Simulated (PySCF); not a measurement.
## How the method changes the constants of PH⁺

State: ²Π (doublet), unpaired electrons π ↑. Set-up: PySCF, no relativity, basis sets P pcseg-1, H pcseg-1. De refers to P⁺ + H in their high-spin ground configurations, without counterpoise correction. The functionals are run spin-unrestricted. A positive dipole points towards H; it is taken about the centre of mass and depends on that origin.

```
      Level  Re (Å)  ωe (cm⁻¹)  De (eV)  μ (D)
        UHF   1.413       2620     2.43   1.07
    UHF-MP2   1.420       2541     2.97    n/a
UHF-SCS-MP2   1.421       2530     3.06    n/a
   UHF-CCSD   1.427       2465     3.11    n/a
UHF-CCSD(T)   1.428       2452     3.13    n/a
        LDA   1.463       2291     3.83   1.09
        PBE   1.458       2316     3.42   1.02
     r²SCAN   1.439       2409     3.41   1.06
       PBE0   1.441       2426     3.38   1.05
    r²SCAN0   1.430       2477     3.36   1.07
        M06   1.440       2403     3.55   0.91
```

The bond length runs from 1.413 Å (UHF) to 1.463 Å (LDA). De spans 2.43 eV (UHF, mean field) to 3.83 eV (LDA, local density). Correlation at CCSD(T) changes the Hartree–Fock bond energy by +0.70 eV; the triples alone change it by +0.02 eV.

Correlated steps freeze 5 core orbitals. Correlated levels converge slowly with the basis: in double zeta they bind strong bonds too weakly, by up to about 1 eV, and carry superposition errors of some tenths. For an ion De counts to the pair picked by the measured ionisation energies or electron affinities, which need not be the lowest pair at this level. The state was picked by a PBE0 search and need not be the measured ground state.
